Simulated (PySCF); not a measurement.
Bonds broken one at a time in the series C SH-H. All species are isolated molecules in the gas phase. One relaxed conformer stands for each flexible species; it need not be the lowest. Strings in code marks are SMILES. All members: neutral, multiplicity 1. Level: ωB97X-D3(BJ)/def2-TZVP // B3LYP-D3(BJ)/def2-TZVP (PySCF), beside PBE-D3(BJ)/def2-TZVP // B3LYP-D3(BJ)/def2-TZVP (PySCF) at the same geometries. 

```tsv
species	HOMO–LUMO gap, PBE (eV)	HOMO–LUMO gap, ωB97X-D3(BJ) (eV)
`SC(S)(S)S`	3.67	10.44
`SC(S)S`	3.93	10.69
`SCS` (H–S–C–S torsion -56°, S–C–S–H torsion -56°)	4.38	withheld
`CS`	5.09	11.79
`C`	10.36	17.13
```

### Question
Fit y = a + b·x, y being the HOMO–LUMO gap at the first level, to the 4 complete rows by least squares, with x = the PBE value in eV. Give a, b and the rms residual, and predict the withheld value.

### Answer
Means of the 4 rows: x̄ = 5.7625, ȳ = 12.512 eV. Σ(x − x̄)² = 29.326 and Σ(x − x̄)(y − ȳ) = 29.391, so b = 1.002 and a = ȳ − b·x̄ = 6.738 eV. The rms residual is 0.029 eV. At x = 4.38 the line gives 11.13 eV. The run for `SCS` (H–S–C–S torsion -56°, S–C–S–H torsion -56°) gave 11.10 eV, so the line is off by 0.03 eV, within twice the rms residual.

Codes: PySCF.
